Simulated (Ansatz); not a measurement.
## Nudged elastic band run: BClFH3

input.yaml

```yaml
crystal:
  periodic: [false, false, false]
  atoms:
    - { symbol: B, position_ang: [0.040671, 0.38242, -0.098647] }
    - { symbol: H, position_ang: [0.096224, 0.796284, 1.033724] }
    - { symbol: H, position_ang: [0.995573, 0.213864, -0.814759] }
    - { symbol: F, position_ang: [-1.174153, 0.178158, -0.618214] }
    - { symbol: Cl, position_ang: [0.430157, -2.37299, 1.066496] }
    - { symbol: H, position_ang: [-0.372173, -2.121435, 2.056099] }
basis:
  gaussian: { orbitals: cc-pVDZ }
hamiltonian:
  xc: b3lyp
  dispersion: d4
neb:
  order_check: false
  images: 9
  f_tol: 0.03
  max_iterations: 59
  final_atoms:
    - { symbol: B, position_ang: [0.17851288, -0.58071126, -0.54523062] }
    - { symbol: H, position_ang: [-0.56393049, 0.19104786, 2.27171776] }
    - { symbol: H, position_ang: [1.18289807, 0.07094653, -0.51940466] }
    - { symbol: F, position_ang: [-1.00703166, 0.00731345, -0.6372886] }
    - { symbol: Cl, position_ang: [0.24309754, -2.33884909, -0.47459433] }
    - { symbol: H, position_ang: [-0.01724734, -0.2734465, 2.52949945] }
  initial_path:
    images:
      - { positions_ang: [[0.040671, 0.38242, -0.098647], [0.096224, 0.796284, 1.033724], [0.995573, 0.213864, -0.814759], [-1.174153, 0.178158, -0.618214], [0.430157, -2.37299, 1.066496], [-0.372173, -2.121435, 2.056099]] }
      - { positions_ang: [[0.03008379, 0.30729048, -0.07733447], [0.06821312, 0.63316068, 1.13645336], [1.00230541, 0.18337318, -0.76480985], [-1.16742455, 0.13623454, -0.62979121], [0.37476701, -2.30768401, 0.98476327], [-0.29164578, -1.87607386, 1.97541789]] }
      - { positions_ang: [[0.01949658, 0.23216095, -0.05602193], [0.04020223, 0.47003736, 1.23918273], [1.00903782, 0.15288236, -0.71486069], [-1.16069611, 0.09431108, -0.64136843], [0.31937703, -2.24237802, 0.90303054], [-0.21111855, -1.63071273, 1.89473679]] }
      - { positions_ang: [[0.00890937, 0.15703143, -0.0347094], [0.01219135, 0.30691404, 1.34191209], [1.01577024, 0.12239154, -0.66491154], [-1.15396766, 0.05238762, -0.65294564], [0.26398704, -2.17707203, 0.82129781], [-0.13059133, -1.38535159, 1.81405568]] }
      - { positions_ang: [[-0.00167784, 0.0819019, -0.01339687], [-0.01581954, 0.14379072, 1.44464145], [1.02250265, 0.09190071, -0.61496239], [-1.14723922, 0.01046417, -0.66452285], [0.20859705, -2.11176604, 0.73956508], [-0.05006411, -1.13999046, 1.73337457]] }
      - { positions_ang: [[-0.01226504, 0.00677238, 0.00791567], [-0.04383042, -0.0193326, 1.54737082], [1.02923506, 0.06140989, -0.56501323], [-1.14051077, -0.03145929, -0.67610007], [0.15320706, -2.04646005, 0.65783235], [0.03046312, -0.89462932, 1.65269347]] }
      - { positions_ang: [[0.02589054, -0.11072435, -0.10271359], [-0.14785043, 0.02274349, 1.6922402], [1.05996766, 0.06331722, -0.55589152], [-1.11381495, -0.02370474, -0.66833777], [0.17118516, -2.10493786, 0.43134702], [0.02092102, -0.77039276, 1.82805466]] }
      - { positions_ang: [[0.06404612, -0.22822108, -0.21334285], [-0.25187045, 0.06481958, 1.83710959], [1.09070026, 0.06522455, -0.5467698], [-1.08711913, -0.0159502, -0.66057548], [0.18916326, -2.16341567, 0.20486168], [0.01137893, -0.64615619, 2.00341586]] }
      - { positions_ang: [[0.10220171, -0.3457178, -0.32397211], [-0.35589046, 0.10689567, 1.98197898], [1.12143286, 0.06713188, -0.53764809], [-1.0604233, -0.00819565, -0.65281319], [0.20714135, -2.22189348, -0.02162365], [0.00183684, -0.52191963, 2.17877706]] }
      - { positions_ang: [[0.14035729, -0.46321453, -0.43460136], [-0.45991047, 0.14897177, 2.12684837], [1.15216547, 0.06903921, -0.52852637], [-1.03372748, -0.0004411, -0.6450509], [0.22511945, -2.28037128, -0.24810899], [-0.00770525, -0.39768306, 2.35413825]] }
      - { positions_ang: [[0.17851288, -0.58071126, -0.54523062], [-0.56393049, 0.19104786, 2.27171776], [1.18289807, 0.07094653, -0.51940466], [-1.00703166, 0.00731345, -0.6372886], [0.24309754, -2.33884909, -0.47459433], [-0.01724734, -0.2734465, 2.52949945]] }
```

Command:

```bash
$ ansatz run input.yaml --threads 1 --pin off --max-ram 2048MiB --backend cpu --events-out ev --progress --plain --runs-dir out
```

Output, in part (warnings, iteration lines, the closing report on the highest movable image, with atoms numbered from 0):

```
NEB end point (image 0): max|allowed force component| = 2.703e-2 eV/Å (the criterion of neb.relax_end_points is 1.000e-2)
NEB end point (image 10): max|allowed force component| = 2.079e-2 eV/Å (the criterion of neb.relax_end_points is 1.000e-2)
NEB iter   1: max|band force component| = 5.066e0 eV/Å  barrier→ = 1.9165 eV  barrier← = 2.6893 eV  Δτ_max = 0.2000 Å  (258 SCF iters)
NEB iter   2: max|band force component| = 2.906e0 eV/Å  barrier→ = 0.8902 eV  barrier← = 1.6629 eV  Δτ_max = 0.2000 Å  (304 SCF iters)
NEB iter   3: max|band force component| = 2.465e0 eV/Å  barrier→ = 0.6375 eV  barrier← = 1.4102 eV  Δτ_max = 0.1887 Å  (269 SCF iters)
NEB iter   4: max|band force component| = 2.656e0 eV/Å  barrier→ = 0.6014 eV  barrier← = 1.3741 eV  Δτ_max = 0.0938 Å  (263 SCF iters)
NEB iter   5: max|band force component| = 8.647e-1 eV/Å  barrier→ = 0.5394 eV  barrier← = 1.3121 eV  Δτ_max = 0.1752 Å  (252 SCF iters)
NEB iter   6: max|band force component| = 5.224e0 eV/Å  barrier→ = 0.6705 eV  barrier← = 1.4433 eV  Δτ_max = 0.0891 Å  (259 SCF iters)
NEB iter   7: max|band force component| = 1.042e0 eV/Å  barrier→ = 0.6176 eV  barrier← = 1.3903 eV  Δτ_max = 0.1678 Å  (259 SCF iters)
NEB iter   8: max|band force component| = 3.088e0 eV/Å  barrier→ = 0.5273 eV  barrier← = 1.3000 eV  Δτ_max = 0.0827 Å  (253 SCF iters)
NEB iter   9: max|band force component| = 2.463e0 eV/Å  barrier→ = 0.6191 eV  barrier← = 1.3918 eV  Δτ_max = 0.0413 Å  (252 SCF iters)
NEB iter  10: max|band force component| = 8.332e-1 eV/Å  barrier→ = 0.6293 eV  barrier← = 1.4021 eV  Δτ_max = 0.0416 Å  (260 SCF iters)
NEB iter  11: max|band force component| = 6.636e-1 eV/Å  barrier→ = 0.6308 eV  barrier← = 1.4036 eV  CI = image 5  Δτ_max = 0.0772 Å  (252 SCF iters)
NEB iter  12: max|band force component| = 5.848e-1 eV/Å  barrier→ = 0.6960 eV  barrier← = 1.4687 eV  CI = image 5  Δτ_max = 0.0648 Å  (248 SCF iters)
NEB iter  13: max|band force component| = 5.528e-1 eV/Å  barrier→ = 0.7000 eV  barrier← = 1.4728 eV  CI = image 5  Δτ_max = 0.0814 Å  (254 SCF iters)
NEB iter  14: max|band force component| = 6.448e-1 eV/Å  barrier→ = 0.6905 eV  barrier← = 1.4632 eV  CI = image 5  Δτ_max = 0.0413 Å  (230 SCF iters)
NEB iter  15: max|band force component| = 2.260e-1 eV/Å  barrier→ = 0.6897 eV  barrier← = 1.4624 eV  CI = image 5  Δτ_max = 0.0813 Å  (224 SCF iters)
NEB iter  16: max|band force component| = 9.348e-1 eV/Å  barrier→ = 0.6893 eV  barrier← = 1.4620 eV  CI = image 5  Δτ_max = 0.0411 Å  (227 SCF iters)
NEB iter  17: max|band force component| = 1.025e0 eV/Å  barrier→ = 0.6893 eV  barrier← = 1.4620 eV  CI = image 5  Δτ_max = 0.0206 Å  (225 SCF iters)
NEB iter  18: max|band force component| = 3.447e-1 eV/Å  barrier→ = 0.6892 eV  barrier← = 1.4620 eV  CI = image 5  Δτ_max = 0.0414 Å  (227 SCF iters)
NEB iter  19: max|band force component| = 2.684e-1 eV/Å  barrier→ = 0.6892 eV  barrier← = 1.4620 eV  CI = image 5  Δτ_max = 0.0413 Å  (219 SCF iters)
NEB iter  20: max|band force component| = 1.022e0 eV/Å  barrier→ = 0.6892 eV  barrier← = 1.4620 eV  CI = image 5  Δτ_max = 0.0175 Å  (225 SCF iters)
NEB iter  21: max|band force component| = 2.000e-1 eV/Å  barrier→ = 0.6892 eV  barrier← = 1.4620 eV  CI = image 5  Δτ_max = 0.0414 Å  (208 SCF iters)
NEB iter  22: max|band force component| = 2.402e-1 eV/Å  barrier→ = 0.6892 eV  barrier← = 1.4620 eV  CI = image 5  Δτ_max = 0.0206 Å  (201 SCF iters)
NEB iter  23: max|band force component| = 1.015e-1 eV/Å  barrier→ = 0.6892 eV  barrier← = 1.4620 eV  CI = image 5  Δτ_max = 0.0408 Å  (184 SCF iters)
NEB iter  24: max|band force component| = 8.054e-1 eV/Å  barrier→ = 0.6892 eV  barrier← = 1.4620 eV  CI = image 5  Δτ_max = 0.0206 Å  (187 SCF iters)
NEB iter  25: max|band force component| = 5.364e-1 eV/Å  barrier→ = 0.6892 eV  barrier← = 1.4620 eV  CI = image 5  Δτ_max = 0.0206 Å  (181 SCF iters)
NEB iter  26: max|band force component| = 9.384e-2 eV/Å  barrier→ = 0.6892 eV  barrier← = 1.4620 eV  CI = image 5  Δτ_max = 0.0410 Å  (185 SCF iters)
NEB iter  27: max|band force component| = 7.072e-1 eV/Å  barrier→ = 0.6892 eV  barrier← = 1.4620 eV  CI = image 5  Δτ_max = 0.0206 Å  (183 SCF iters)
NEB iter  28: max|band force component| = 1.677e-1 eV/Å  barrier→ = 0.6892 eV  barrier← = 1.4620 eV  CI = image 5  Δτ_max = 0.0409 Å  (175 SCF iters)
NEB iter  29: max|band force component| = 2.772e-1 eV/Å  barrier→ = 0.6892 eV  barrier← = 1.4620 eV  CI = image 5  Δτ_max = 0.0206 Å  (182 SCF iters)
NEB iter  30: max|band force component| = 3.839e-1 eV/Å  barrier→ = 0.6892 eV  barrier← = 1.4620 eV  CI = image 5  Δτ_max = 0.0086 Å  (174 SCF iters)
NEB iter  31: max|band force component| = 2.737e-1 eV/Å  barrier→ = 0.6892 eV  barrier← = 1.4620 eV  CI = image 5  Δτ_max = 0.0206 Å  (178 SCF iters)
NEB iter  32: max|band force component| = 1.470e-1 eV/Å  barrier→ = 0.6892 eV  barrier← = 1.4620 eV  CI = image 5  Δτ_max = 0.0190 Å  (177 SCF iters)
NEB iter  33: max|band force component| = 1.728e-1 eV/Å  barrier→ = 0.6892 eV  barrier← = 1.4620 eV  CI = image 5  Δτ_max = 0.0095 Å  (163 SCF iters)
NEB iter  34: max|band force component| = 1.112e-1 eV/Å  barrier→ = 0.6892 eV  barrier← = 1.4620 eV  CI = image 5  Δτ_max = 0.0095 Å  (166 SCF iters)
NEB iter  35: max|band force component| = 3.419e-1 eV/Å  barrier→ = 0.6892 eV  barrier← = 1.4620 eV  CI = image 5  Δτ_max = 0.0048 Å  (165 SCF iters)
NEB iter  36: max|band force component| = 1.374e-1 eV/Å  barrier→ = 0.6892 eV  barrier← = 1.4620 eV  CI = image 5  Δτ_max = 0.0095 Å  (161 SCF iters)
NEB iter  37: max|band force component| = 2.374e-2 eV/Å  barrier→ = 0.6892 eV  barrier← = 1.4620 eV  CI = image 5  Δτ_max = 0.0000 Å  (381 SCF iters)
Total energy: -15965.81232899 eV, -586.7327810741 hartree
Atom 0 at     0.004827    -0.158090     0.094211 Å, force    -0.000001    -0.000001    -0.000003 eV/Å
Atom 1 at    -0.040755     0.191388     1.365182 Å, force    -0.000000    -0.000000     0.000001 eV/Å
Atom 2 at     1.056433     0.122833    -0.398714 Å, force     0.000001    -0.000000     0.000002 eV/Å
Atom 3 at    -1.179131     0.023609    -0.503091 Å, force    -0.000000    -0.000000     0.000001 eV/Å
Atom 4 at     0.177714    -2.235172     0.668134 Å, force     0.000000     0.000000    -0.000001 eV/Å
Atom 5 at    -0.002788    -0.868266     1.398977 Å, force     0.000000     0.000001     0.000001 eV/Å
Dipole moment:     0.120235     0.209381     0.263961 e Å
```

The forces met the threshold. A vibrational analysis at the climbing image gives one clearly imaginary mode, 882i cm⁻¹: a first-order saddle point. The orbitals stay closed-shell, which can raise the energy where a bond breaks towards radicals; this wasn't checked here.

Final band (atoms are numbered from 1 in the order of the input):

| image | path coordinate (Å) | energy (kJ/mol) | B1–H2 (Å) | Cl5–H6 (Å) | B1–Cl5 (Å) |
| --- | --- | --- | --- | --- | --- |
| 0 | 0.00 | 0.0 | 1.21 | 1.30 | 3.02 |
| 1 | 0.44 | 0.5 | 1.21 | 1.30 | 3.02 |
| 2 | 0.88 | 2.6 | 1.21 | 1.30 | 3.03 |
| 3 | 1.32 | 7.9 | 1.21 | 1.30 | 2.88 |
| 4 | 1.76 | 29.5 | 1.23 | 1.34 | 2.52 |
| 5 | 2.20 | 66.5 | 1.32 | 1.56 | 2.16 |
| 6 | 2.68 | 8.0 | 1.60 | 1.97 | 1.89 |
| 7 | 3.15 | -45.2 | 2.04 | 2.39 | 1.79 |
| 8 | 3.63 | -67.7 | 2.45 | 2.81 | 1.77 |
| 9 | 4.10 | -73.8 | 2.83 | 3.23 | 1.76 |
| 10 | 4.57 | -74.6 | 3.01 | 3.65 | 1.76 |

Time of the run: 8.4 min on 1 thread of Arm Neoverse V2, on a shared host, peak memory 0.12 GiB.
